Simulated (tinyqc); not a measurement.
Inside a calculation (part 1 of 2). Method: ROHF in the sto-3g basis, for LiH, spin multiplicity 3. Computed by tinyqc, a small Python program that keeps every step (integrals from PySCF). Settings: charge = 0, multiplicity = 3, basis = sto-3g, energy threshold = 1e-08, iteration cap = 75, orthogonalisation = symmetric, start = random, DIIS depth = 6, method = ROHF. Command: `OMP_NUM_THREADS=1 python tinyqc.py 20440 20441 out.jsonl` (the two numbers bound the seeds that draw the settings). One thread of a shared host (Intel(R) Xeon(R) Processor @ 2.60GHz), about 0.07 s of CPU time with the checks. Later iterations appear only in the table of the cycle.

## One-electron integrals

Geometry (angstrom):
```
atom        x        y        z
Li    0.00000  0.00000  0.00000
H     0.00000  0.00000  3.08600
```

Basis sto-3g: exponents (1/bohr^2) and contraction coefficients of normalised primitives:
```
element  l (shell)  exponent  coefficient
Li           s (1)  16.11958      0.15433
Li           s (1)   2.93620      0.53533
Li           s (1)   0.79465      0.44463
Li           s (2)   0.63629     -0.09997
Li           s (2)   0.14786      0.39951
Li           s (2)   0.04809      0.70012
Li           p (3)   0.63629      0.15592
Li           p (3)   0.14786      0.60768
Li           p (3)   0.04809      0.39196
H            s (1)   3.42525      0.15433
H            s (1)   0.62391      0.53533
H            s (1)   0.16886      0.44463
```

Overlap, kinetic and nuclear-attraction integrals over the contracted functions; the nuclear repulsion is the sum of Za Zb / Rab.

nuclear repulsion = 0.5144302 hartree

overlap S:
```
          1Li 1s   1Li 2s  1Li 2px  1Li 2py  1Li 2pz    2H 1s
1Li 1s   1.00000  0.24114  0.00000  0.00000  0.00000  0.00149
1Li 2s   0.24114  1.00000  0.00000  0.00000  0.00000  0.11329
1Li 2px  0.00000  0.00000  1.00000  0.00000  0.00000  0.00000
1Li 2py  0.00000  0.00000  0.00000  1.00000  0.00000  0.00000
1Li 2pz  0.00000  0.00000  0.00000  0.00000  1.00000  0.17753
2H 1s    0.00149  0.11329  0.00000  0.00000  0.17753  1.00000
```

kinetic energy T (hartree):
```
           1Li 1s    1Li 2s  1Li 2px  1Li 2py  1Li 2pz     2H 1s
1Li 1s    3.57679  -0.02024  0.00000  0.00000  0.00000  -0.00148
1Li 2s   -0.02024   0.10216  0.00000  0.00000  0.00000  -0.00261
1Li 2px   0.00000   0.00000  0.31968  0.00000  0.00000   0.00000
1Li 2py   0.00000   0.00000  0.00000  0.31968  0.00000   0.00000
1Li 2pz   0.00000   0.00000  0.00000  0.00000  0.31968   0.00288
2H 1s    -0.00148  -0.00261  0.00000  0.00000  0.00288   0.76003
```

nuclear attraction V (hartree):
```
           1Li 1s    1Li 2s   1Li 2px   1Li 2py   1Li 2pz     2H 1s
1Li 1s   -8.15436  -1.00569   0.00000   0.00000  -0.00433  -0.00516
1Li 2s   -1.00569  -1.37749   0.00000   0.00000  -0.05131  -0.14355
1Li 2px   0.00000   0.00000  -1.35697   0.00000   0.00000   0.00000
1Li 2py   0.00000   0.00000   0.00000  -1.35697   0.00000   0.00000
1Li 2pz  -0.00433  -0.05131   0.00000   0.00000  -1.38914  -0.22624
2H 1s    -0.00516  -0.14355   0.00000   0.00000  -0.22624  -1.74104
```

core Hamiltonian H = T + V (hartree):
```
           1Li 1s    1Li 2s   1Li 2px   1Li 2py   1Li 2pz     2H 1s
1Li 1s   -4.57757  -1.02593   0.00000   0.00000  -0.00433  -0.00663
1Li 2s   -1.02593  -1.27533   0.00000   0.00000  -0.05131  -0.14616
1Li 2px   0.00000   0.00000  -1.03729   0.00000   0.00000   0.00000
1Li 2py   0.00000   0.00000   0.00000  -1.03729   0.00000   0.00000
1Li 2pz  -0.00433  -0.05131   0.00000   0.00000  -1.06946  -0.22336
2H 1s    -0.00663  -0.14616   0.00000   0.00000  -0.22336  -0.98101
```

## Two-electron integrals

Functions are numbered as in S; the eight-fold symmetry (ij|kl) = (ji|kl) = (kl|ij) leaves the list below.

Two-electron integrals (ij|kl) in chemists' order, unique and non-zero (hartree):
```
(11|11) 1.68040    (21|11) 0.26542    (21|21) 0.04994    (22|11) 0.39773
(22|21) 0.09286    (22|22) 0.29056    (31|31) 0.00898    (32|31) 0.01379
(32|32) 0.06418    (33|11) 0.39664    (33|21) 0.09288    (33|22) 0.29050
(33|33) 0.31295    (41|41) 0.00898    (42|41) 0.01379    (42|42) 0.06418
(43|43) 0.01687    (44|11) 0.39664    (44|21) 0.09288    (44|22) 0.29050
(44|33) 0.27921    (44|44) 0.31295    (51|51) 0.00898    (52|51) 0.01379
(52|52) 0.06418    (53|53) 0.01687    (54|54) 0.01687    (55|11) 0.39664
(55|21) 0.09288    (55|22) 0.29050    (55|33) 0.27921    (55|44) 0.27921
(55|55) 0.31295    (61|11) 0.00139    (61|21) 0.00027    (61|22) 0.00056
(61|33) 0.00055    (61|44) 0.00055    (61|51) 4.81e-05   (61|52) 0.00010
(61|55) 0.00058    (61|61) 1.88e-06   (62|11) 0.02468    (62|21) 0.00593
(62|22) 0.02312    (62|33) 0.02175    (62|44) 0.02175    (62|51) 0.00077
(62|52) 0.00716    (62|55) 0.02584    (62|61) 4.46e-05   (62|62) 0.00551
(63|31) 0.00017    (63|32) 0.00125    (63|53) 0.00068    (63|63) 0.00016
(64|41) 0.00017    (64|42) 0.00125    (64|54) 0.00068    (64|64) 0.00016
(65|11) 0.03783    (65|21) 0.00911    (65|22) 0.03575    (65|33) 0.03352
(65|44) 0.03352    (65|51) 0.00119    (65|52) 0.01128    (65|55) 0.04017
(65|61) 0.00007    (65|62) 0.00881    (65|65) 0.01409    (66|11) 0.17148
(66|21) 0.04135    (66|22) 0.17001    (66|33) 0.15968    (66|44) 0.15968
(66|51) 0.00433    (66|52) 0.05038    (66|55) 0.19035    (66|61) 0.00030
(66|62) 0.05711    (66|65) 0.09223    (66|66) 0.77461
```

## Orthogonalisation

S = U s U^T; symmetric (Loewdin) form X = U s^(-1/2) U^T, so that X^T S X = 1.

eigenvalues of S: 0.71890  0.84738  1.00000  1.00000  1.15118  1.28255

X:
```
           1Li 1s    1Li 2s  1Li 2px  1Li 2py   1Li 2pz     2H 1s
1Li 1s    1.02298  -0.12619  0.00000  0.00000  -0.00154   0.01027
1Li 2s   -0.12619   1.02818  0.00000  0.00000   0.00813  -0.06038
1Li 2px   0.00000   0.00000  1.00000  0.00000   0.00000   0.00000
1Li 2py   0.00000   0.00000  0.00000  1.00000   0.00000   0.00000
1Li 2pz  -0.00154   0.00813  0.00000  0.00000   1.01222  -0.09135
2H 1s     0.01027  -0.06038  0.00000  0.00000  -0.09135   1.01739
```

## Starting guess

The start is random orthonormal orbitals; D(s) = C_occ C_occ^T for each spin.

D(alpha) at the start:
```
           1Li 1s    1Li 2s   1Li 2px   1Li 2py   1Li 2pz     2H 1s
1Li 1s    0.06588   0.04053  -0.08458  -0.18328   0.00233  -0.13884
1Li 2s    0.04053   0.88498  -0.00268   0.00621  -0.28110   0.02915
1Li 2px  -0.08458  -0.00268   0.67236  -0.19026   0.03174   0.41413
1Li 2py  -0.18328   0.00621  -0.19026   0.85964  -0.08482   0.22534
1Li 2pz   0.00233  -0.28110   0.03174  -0.08482   0.09752  -0.02171
2H 1s    -0.13884   0.02915   0.41413   0.22534  -0.02171   0.40160
```

D(beta) at the start:
```
           1Li 1s    1Li 2s   1Li 2px   1Li 2py   1Li 2pz     2H 1s
1Li 1s    0.00345   0.02685  -0.04089   0.02302  -0.01144  -0.01946
1Li 2s    0.02685   0.20905  -0.31830   0.17921  -0.08908  -0.15150
1Li 2px  -0.04089  -0.31830   0.48464  -0.27286   0.13563   0.23067
1Li 2py   0.02302   0.17921  -0.27286   0.15362  -0.07636  -0.12987
1Li 2pz  -0.01144  -0.08908   0.13563  -0.07636   0.03796   0.06455
2H 1s    -0.01946  -0.15150   0.23067  -0.12987   0.06455   0.10979
```

## Iteration 1: building the Fock matrix

J_ij = sum D_kl (ij|kl) with D = D(alpha) + D(beta), K_ij = sum D_kl (ik|jl) for each spin; F = H + J - K(s); E = tr D H + tr D J / 2 - 0.5 sum_s tr D(s) K(s) + E_nn.

Coulomb J (hartree):
```
           1Li 1s    1Li 2s   1Li 2px   1Li 2py   1Li 2pz     2H 1s
1Li 1s    1.58640   0.36127  -0.01089   0.00227  -0.00826   0.00209
1Li 2s    0.36127   1.11195  -0.04305   0.01962  -0.02282   0.10180
1Li 2px  -0.01089  -0.04305   1.11967  -0.01562   0.00653  -0.00040
1Li 2py   0.00227   0.01962  -0.01562   1.11483  -0.00531   0.00022
1Li 2pz  -0.00826  -0.02282   0.00653  -0.00531   1.10045   0.15897
2H 1s     0.00209   0.10180  -0.00040   0.00022   0.15897   0.92836
```

exchange K(alpha) (hartree):
```
           1Li 1s    1Li 2s   1Li 2px   1Li 2py   1Li 2pz     2H 1s
1Li 1s    0.19068   0.13700  -0.03430  -0.07352  -0.03404  -0.01854
1Li 2s    0.13700   0.37415  -0.00045  -0.01216  -0.09684   0.03274
1Li 2px  -0.03430  -0.00045   0.28513  -0.05633   0.02356   0.06716
1Li 2py  -0.07352  -0.01216  -0.05633   0.34058  -0.01741   0.03313
1Li 2pz  -0.03404  -0.09684   0.02356  -0.01741   0.11911   0.03462
2H 1s    -0.01854   0.03274   0.06716   0.03313   0.03462   0.31188
```

exchange K(beta) (hartree):
```
           1Li 1s    1Li 2s   1Li 2px   1Li 2py   1Li 2pz     2H 1s
1Li 1s    0.03643   0.04027  -0.05037   0.02836  -0.01615  -0.00854
1Li 2s    0.04027   0.10360  -0.11195   0.06303  -0.03614  -0.01500
1Li 2px  -0.05037  -0.11195   0.16881  -0.08079   0.04805   0.03416
1Li 2py   0.02836   0.06303  -0.08079   0.07080  -0.02705  -0.01923
1Li 2pz  -0.01615  -0.03614   0.04805  -0.02705   0.04010   0.01442
2H 1s    -0.00854  -0.01500   0.03416  -0.01923   0.01442   0.07986
```

F(alpha) (hartree):
```
           1Li 1s    1Li 2s   1Li 2px   1Li 2py   1Li 2pz     2H 1s
1Li 1s   -3.18185  -0.80166   0.02340   0.07579   0.02145   0.01399
1Li 2s   -0.80166  -0.53753  -0.04260   0.03179   0.02271  -0.07710
1Li 2px   0.02340  -0.04260  -0.20274   0.04071  -0.01703  -0.06756
1Li 2py   0.07579   0.03179   0.04071  -0.26304   0.01210  -0.03291
1Li 2pz   0.02145   0.02271  -0.01703   0.01210  -0.08812  -0.09902
2H 1s     0.01399  -0.07710  -0.06756  -0.03291  -0.09902  -0.36453
```

F(beta) (hartree):
```
           1Li 1s    1Li 2s   1Li 2px   1Li 2py   1Li 2pz     2H 1s
1Li 1s   -3.02761  -0.70493   0.03948  -0.02609   0.00357   0.00399
1Li 2s   -0.70493  -0.26698   0.06890  -0.04341  -0.03799  -0.02937
1Li 2px   0.03948   0.06890  -0.08642   0.06516  -0.04152  -0.03456
1Li 2py  -0.02609  -0.04341   0.06516   0.00674   0.02174   0.01945
1Li 2pz   0.00357  -0.03799  -0.04152   0.02174  -0.00911  -0.07882
2H 1s     0.00399  -0.02937  -0.03456   0.01945  -0.07882  -0.13251
```

total energy of this density = -2.6787810 hartree

## Iteration 1: Roothaan effective Fock matrix

With projectors Pc = D(beta) S, Po = (D(alpha) - D(beta)) S, Pv = 1 - D(alpha) S, the block xy is Px^T F Py; with Fc = (F(alpha) + F(beta))/2, the blocks are Fc for cc, oo, vv and cv, F(beta) for co and F(alpha) for ov.

effective F (hartree):
```
           1Li 1s    1Li 2s   1Li 2px   1Li 2py   1Li 2pz     2H 1s
1Li 1s   -3.11657  -0.76408   0.02680   0.03620   0.01525   0.01142
1Li 2s   -0.76408  -0.40248   0.01275  -0.01161  -0.00460  -0.05386
1Li 2px   0.02680   0.01275  -0.14109   0.05829  -0.02713  -0.04673
1Li 2py   0.03620  -0.01161   0.05829  -0.12309   0.01976  -0.00707
1Li 2pz   0.01525  -0.00460  -0.02713   0.01976  -0.04990  -0.08649
2H 1s     0.01142  -0.05386  -0.04673  -0.00707  -0.08649  -0.24804
```

## Iteration 1: diagonalisation and new density

Diagonalise F' = X^T F X, C = X C', fill 3 alpha and 1 beta electrons from the bottom; D(s) = C_occ C_occ^T. Each column has its largest component positive (the first on a tie).

F' = X^T F X (hartree):
```
          1         2         3         4         5         6
1  -3.07030  -0.36272   0.02537   0.03839   0.01291   0.02735
2  -0.36272  -0.27091   0.01233  -0.01592   0.00007  -0.02818
3   0.02537   0.01233  -0.14109   0.05829  -0.02314  -0.04556
4   0.03839  -0.01592   0.05829  -0.12309   0.02050  -0.00792
5   0.01291   0.00007  -0.02314   0.02050  -0.03726  -0.06234
6   0.02735  -0.02818  -0.04556  -0.00792  -0.06234  -0.23515
```

orbital energies (hartree): MO1 -3.11745, MO2 -0.28371, MO3 -0.23352, MO4 -0.16098, MO5 -0.06748, MO6 -0.01467

coefficients C:
```
              MO1       MO2       MO3       MO4       MO5       MO6
1Li 1s    0.99862  -0.07990  -0.20373   0.13082   0.01631  -0.00378
1Li 2s    0.00515   0.35180   0.82795  -0.51540  -0.01494   0.04045
1Li 2px  -0.00891   0.30149  -0.42803  -0.49958   0.68948   0.02926
1Li 2py  -0.01187  -0.05224   0.38808   0.58460   0.67821   0.21164
1Li 2pz  -0.00410   0.17562  -0.11335  -0.02319  -0.20531   0.97294
2H 1s    -0.00564   0.80314  -0.18765   0.46452  -0.11542  -0.37121
```

D(alpha) after iteration 1:
```
           1Li 1s    1Li 2s   1Li 2px   1Li 2py   1Li 2pz     2H 1s
1Li 1s    1.04513  -0.19165   0.05422  -0.08674   0.00496  -0.03157
1Li 2s   -0.19165   0.80929  -0.24837   0.30288  -0.03209   0.12715
1Li 2px   0.05422  -0.24837   0.27418  -0.18175   0.10150   0.32251
1Li 2py  -0.08674   0.30288  -0.18175   0.15348  -0.05311  -0.11471
1Li 2pz   0.00496  -0.03209   0.10150  -0.05311   0.04371   0.16234
2H 1s    -0.03157   0.12715   0.32251  -0.11471   0.16234   0.68028
```

D(beta) after iteration 1:
```
           1Li 1s    1Li 2s   1Li 2px   1Li 2py   1Li 2pz     2H 1s
1Li 1s    0.99724   0.00514  -0.00889  -0.01185  -0.00410  -0.00563
1Li 2s    0.00514   0.00003  -0.00005  -0.00006  -0.00002  -0.00003
1Li 2px  -0.00889  -0.00005   0.00008   0.00011   0.00004   0.00005
1Li 2py  -0.01185  -0.00006   0.00011   0.00014   0.00005   0.00007
1Li 2pz  -0.00410  -0.00002   0.00004   0.00005   0.00002   0.00002
2H 1s    -0.00563  -0.00003   0.00005   0.00007   0.00002   0.00003
```

## Iteration 2: building the Fock matrix

As before.

Coulomb J (hartree):
```
           1Li 1s    1Li 2s   1Li 2px   1Li 2py   1Li 2pz     2H 1s
1Li 1s    3.97704   0.67499  -0.00593   0.00654   0.00265   0.00369
1Li 2s    0.67499   1.28293  -0.02983   0.03587   0.03565   0.12000
1Li 2px  -0.00593  -0.02983   1.27648  -0.00613   0.00387  -0.00036
1Li 2py   0.00654   0.03587  -0.00613   1.27241  -0.00195   0.00061
1Li 2pz   0.00265   0.03565   0.00387  -0.00195   1.29276   0.18772
2H 1s     0.00369   0.12000  -0.00036   0.00061   0.18772   1.11723
```

exchange K(alpha) (hartree):
```
           1Li 1s    1Li 2s   1Li 2px   1Li 2py   1Li 2pz     2H 1s
1Li 1s    1.69915   0.27346  -0.00427  -0.00296  -0.00110   0.00224
1Li 2s    0.27346   0.29359  -0.07489   0.09553   0.00631   0.08692
1Li 2px  -0.00427  -0.07489   0.14582  -0.05381   0.04108   0.04935
1Li 2py  -0.00296   0.09553  -0.05381   0.11008  -0.01965  -0.01325
1Li 2pz  -0.00110   0.00631   0.04108  -0.01965   0.10236   0.10986
2H 1s     0.00224   0.08692   0.04935  -0.01325   0.10986   0.57597
```

exchange K(beta) (hartree):
```
           1Li 1s    1Li 2s   1Li 2px   1Li 2py   1Li 2pz    2H 1s
1Li 1s    1.67848   0.26685  -0.00361  -0.00481  -0.00188  0.00040
1Li 2s    0.26685   0.05071  -0.00096  -0.00128  -0.00050  0.00003
1Li 2px  -0.00361  -0.00096   0.00913   0.00003   0.00001  0.00000
1Li 2py  -0.00481  -0.00128   0.00003   0.00914   0.00002  0.00000
1Li 2pz  -0.00188  -0.00050   0.00001   0.00002   0.00910  0.00003
2H 1s     0.00040   0.00003   0.00000   0.00000   0.00003  0.00002
```

F(alpha) (hartree):
```
           1Li 1s    1Li 2s   1Li 2px   1Li 2py   1Li 2pz     2H 1s
1Li 1s   -2.29968  -0.62440  -0.00166   0.00950  -0.00058  -0.00519
1Li 2s   -0.62440  -0.28599   0.04506  -0.05967  -0.02197  -0.11309
1Li 2px  -0.00166   0.04506   0.09337   0.04768  -0.03722  -0.04971
1Li 2py   0.00950  -0.05967   0.04768   0.12504   0.01770   0.01386
1Li 2pz  -0.00058  -0.02197  -0.03722   0.01770   0.12094  -0.14550
2H 1s    -0.00519  -0.11309  -0.04971   0.01386  -0.14550  -0.43975
```

F(beta) (hartree):
```
           1Li 1s    1Li 2s   1Li 2px   1Li 2py   1Li 2pz     2H 1s
1Li 1s   -2.27900  -0.61779  -0.00232   0.01135   0.00020  -0.00334
1Li 2s   -0.61779  -0.04311  -0.02887   0.03715  -0.01516  -0.02620
1Li 2px  -0.00232  -0.02887   0.23006  -0.00616   0.00385  -0.00036
1Li 2py   0.01135   0.03715  -0.00616   0.22598  -0.00196   0.00061
1Li 2pz   0.00020  -0.01516   0.00385  -0.00196   0.21420  -0.03567
2H 1s    -0.00334  -0.02620  -0.00036   0.00061  -0.03567   0.13619
```

total energy of this density = -7.6770521 hartree

## Iteration 2: Roothaan effective Fock matrix

As before.

effective F (hartree):
```
           1Li 1s    1Li 2s   1Li 2px   1Li 2py   1Li 2pz     2H 1s
1Li 1s   -2.28936  -0.62001  -0.00256   0.01099  -0.00049  -0.00534
1Li 2s   -0.62001  -0.13843   0.03648  -0.02412  -0.00357  -0.05834
1Li 2px  -0.00256   0.03648   0.19582   0.01284   0.00993   0.00798
1Li 2py   0.01099  -0.02412   0.01284   0.17414  -0.00114  -0.00621
1Li 2pz  -0.00049  -0.00357   0.00993  -0.00114   0.18427  -0.08212
2H 1s    -0.00534  -0.05834   0.00798  -0.00621  -0.08212  -0.22067
```

## Iteration 2: DIIS over 2 matrices

error matrix X^T (FDS - SDF) X:
```
          1         2         3         4         5         6
1   0.00000   0.07038   0.05262   0.02592   0.01745  -0.01646
2  -0.07038   0.00000   0.00981  -0.01651   0.01397   0.06920
3  -0.05262  -0.00981   0.00000   0.00000   0.02471   0.13630
4  -0.02592   0.01651   0.00000   0.00000  -0.00609  -0.03284
5  -0.01745  -0.01397  -0.02471   0.00609   0.00000   0.04189
6   0.01646  -0.06920  -0.13630   0.03284  -0.04189   0.00000
```

B (overlaps of the stored error matrices):
```
                1               2
1   3.5847592e+00  -1.7655566e-02
2  -1.7655566e-02   7.2763441e-02
```

Minimise |sum c_i e_i|^2 with sum c_i = 1: solve [B -1; -1 0][c; lambda] = [0; -1] with B_ij = tr e_i^T e_j, and take F = sum c_i F_i.

DIIS coefficients: 0.02448  0.97552

extrapolated F (hartree):
```
           1Li 1s    1Li 2s   1Li 2px   1Li 2py   1Li 2pz     2H 1s
1Li 1s   -2.30962  -0.62354  -0.00184   0.01160  -0.00010  -0.00493
1Li 2s   -0.62354  -0.14490   0.03590  -0.02381  -0.00359  -0.05823
1Li 2px  -0.00184   0.03590   0.18757   0.01395   0.00902   0.00664
1Li 2py   0.01160  -0.02381   0.01395   0.16686  -0.00063  -0.00623
1Li 2pz  -0.00010  -0.00359   0.00902  -0.00063   0.17854  -0.08223
2H 1s    -0.00493  -0.05823   0.00664  -0.00623  -0.08223  -0.22134
```

## Iteration 2: diagonalisation and new density

As before.

F' = X^T F X (hartree):
```
          1         2         3         4         5         6
1  -2.25829  -0.34945  -0.00636   0.01481  -0.00231   0.01423
2  -0.34945  -0.02177   0.03682  -0.02557   0.00702  -0.04716
3  -0.00636   0.03682   0.18757   0.01395   0.00882   0.00375
4   0.01481  -0.02557   0.01395   0.16686  -0.00028  -0.00472
5  -0.00231   0.00702   0.00882  -0.00028   0.19631  -0.08188
6   0.01423  -0.04716   0.00375  -0.00472  -0.08188  -0.20531
```

orbital energies (hartree): MO1 -2.31169, MO2 -0.23021, MO3 0.02479, MO4 0.17011, MO5 0.19316, MO6 0.21921

coefficients C:
```
              MO1       MO2       MO3       MO4       MO5       MO6
1Li 1s    0.99222  -0.03783  -0.26170   0.07216  -0.02245  -0.04885
1Li 2s    0.03044   0.13138   0.97647  -0.25240   0.08655   0.18418
1Li 2px   0.00032  -0.02959  -0.22154  -0.27480   0.83126   0.42841
1Li 2py  -0.00436   0.02515   0.19687   0.91977   0.33597   0.04162
1Li 2pz   0.00039   0.09841  -0.08612   0.13496  -0.43759   0.89789
2H 1s    -0.00234   0.95439  -0.21753  -0.00905   0.11484  -0.27518
```

D(alpha) after iteration 2:
```
           1Li 1s    1Li 2s   1Li 2px   1Li 2py   1Li 2pz     2H 1s
1Li 1s    1.05443  -0.23031   0.05942  -0.05680   0.01920   0.01850
1Li 2s   -0.23031   0.97167  -0.22021   0.19541  -0.07115  -0.08710
1Li 2px   0.05942  -0.22021   0.04996  -0.04436   0.01617   0.01995
1Li 2py  -0.05680   0.19541  -0.04436   0.03941  -0.01448  -0.01881
1Li 2pz   0.01920  -0.07115   0.01617  -0.01448   0.01710   0.11265
2H 1s     0.01850  -0.08710   0.01995  -0.01881   0.11265   0.95819
```

D(beta) after iteration 2:
```
           1Li 1s    1Li 2s  1Li 2px   1Li 2py  1Li 2pz     2H 1s
1Li 1s    0.98451   0.03020  0.00032  -0.00433  0.00039  -0.00232
1Li 2s    0.03020   0.00093  0.00001  -0.00013  0.00001  -0.00007
1Li 2px   0.00032   0.00001  0.00000   0.00000  0.00000   0.00000
1Li 2py  -0.00433  -0.00013  0.00000   0.00002  0.00000   0.00001
1Li 2pz   0.00039   0.00001  0.00000   0.00000  0.00000   0.00000
2H 1s    -0.00232  -0.00007  0.00000   0.00001  0.00000   0.00001
```
